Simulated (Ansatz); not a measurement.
# AlH4OSi radical: one species, many methods

Aim: compute AlH4OSi radical with functionals from several rungs and with coupled cluster, and see how far each lands from CCSD(T) at the basis-set limit for the atomisation energy.

Program: Ansatz 0.2.0, Gaussian basis. Level of theory: functionals in def2-TZVPP, the program's frozen cores in correlated methods. These are calculated values, not measurements.

Plan: LDA (SPW92), PBE-D4, revPBE-D4, BLYP-D4, r2SCAN-D4, B97M-V, PBE0-D4, B3LYP-D4, r2SCANh-D4, r2SCAN0-D4, HSE06-D4, BHLYP-D4, CAM-B3LYP-D4, LC-ωPBE, ωB97X-V, ωB97M-V, B2PLYP, PBE-QIDH; CCSD(T)/def2-SVP; CCSD(T)/def2-TZVPP; CCSD(T)/def2-QZVPP; extrapolation to the limit; RPA on PBE.

## Step 1: Structure used throughout

All runs share one geometry, relaxed beforehand with PBE0-D4 in a triple-zeta def2 set.

SMILES `[AlH][O][SiH3]`, 7 atoms, charge 0, spin multiplicity 2.

Atoms are counted from 1 here; the program's logs count them from 0.

Bond lengths: Al1–O2 1.689 Å, Al1–H4 1.608 Å, O2–Si3 1.627 Å, Si3–H5 1.487 Å, Si3–H6 1.487 Å, Si3–H7 1.488 Å. Angles: O2–Al1–H4 116.0°, Al1–O2–Si3 169.6°, O2–Si3–H5 110.0°, O2–Si3–H6 110.2°, O2–Si3–H7 110.3°, H5–Si3–H6 108.8°, H5–Si3–H7 108.7°, H6–Si3–H7 108.8°.

## Step 2: LDA

This LDA is Slater exchange with PW92 correlation.

Input file in.yaml:

```yaml
crystal:
  periodic: [false, false, false]
  atoms:
    - {symbol: Al, position_ang: [-1.643687, -1.503655, -0.201117]}
    - {symbol: O, position_ang: [-0.403041, -0.368636, -0.047346]}
    - {symbol: Si, position_ang: [0.870949, 0.567401, 0.335828]}
    - {symbol: H, position_ang: [-2.580134, -1.352766, -1.500161]}
    - {symbol: H, position_ang: [1.204439, 1.463622, -0.802673]}
    - {symbol: H, position_ang: [0.554908, 1.401190, 1.526191]}
    - {symbol: H, position_ang: [2.057767, -0.275156, 0.643478]}
basis:
  gaussian: {orbitals: def2-TZVPP}
magnetization: {spin_polarized: true, initial_magnetization: 1}
hamiltonian: {xc: lda}
output: {orbitals: {seedname: orbitals}}
```

Launch:

```console
$ ansatz run in.yaml --threads 2 --pin off --events-out ev --progress --plain --max-ram 22528MiB --backend cpu
```

The runs that follow: PBE-D4 (GGA); revPBE-D4 (GGA); BLYP-D4 (GGA); r2SCAN-D4 (meta-GGA); B97M-V (meta-GGA); PBE0-D4 (hybrid); B3LYP-D4 (hybrid); r2SCANh-D4 (hybrid); r2SCAN0-D4 (hybrid); HSE06-D4 (hybrid); BHLYP-D4 (hybrid); CAM-B3LYP-D4 (range-separated); LC-ωPBE (range-separated); ωB97X-V (range-separated); ωB97M-V (range-separated); B2PLYP (double hybrid); PBE-QIDH (double hybrid); CCSD(T) in def2-SVP; CCSD(T) in def2-TZVPP; CCSD(T) in def2-QZVPP; RPA on PBE orbitals.

**Question.** What will the summary of the whole plan be? Wanted: atomisation energy, CCSD(T)/CBS; farthest beyond LDA; mean size of error, GGA; mean size of error, meta-GGA; mean size of error, hybrid; mean size of error, range-separated; mean size of error, double hybrid; gap, smallest and largest; T1 diagnostic.

**Answer**, as computed:

| quantity | value |
| --- | --- |
| atomisation energy, CCSD(T)/CBS | 516.0 kcal/mol |
| functionals within 2.6 kcal/mol (0.5 %) | r2SCAN-D4, B97M-V, CAM-B3LYP-D4, ωB97X-V |
| farthest beyond LDA | revPBE-D4 (-17.4 kcal/mol) |
| mean size of error, GGA | 10.7 kcal/mol |
| mean size of error, meta-GGA | 1.1 kcal/mol |
| mean size of error, hybrid | 8.5 kcal/mol |
| mean size of error, range-separated | 3.0 kcal/mol |
| mean size of error, double hybrid | 9.3 kcal/mol |
| gap, smallest and largest | 1.09 eV (B97M-V), 8.13 eV (LC-ωPBE) |
| T1 diagnostic | 0.0148 |
| triples share of the correlation energy | 3.2 % |

In words: LDA overbinds by 52.5 kcal/mol (10 %). PBE-D4 misses by -8.3 kcal/mol. Double hybrids carry the basis error of their MP2 part in triple zeta, and no dispersion term here, so their miss is partly the set-up's. By mean error the best rung here is meta-GGA (1.1 kcal/mol) and the worst beyond LDA is GGA (10.7 kcal/mol). The reference freezes the cores and leaves out relativity and excitations past (T), so misses under about 2.6 kcal/mol can't be ranked. Hartree-Fock recovers 76 % of the binding; the rest is correlation. CCSD(T) in def2-SVP is off by -40.1 kcal/mol, more than most functionals: a good method in a small basis is no reference. The gap grows from 1.1 to 8.1 eV across the functionals, mostly with the share of exact exchange.
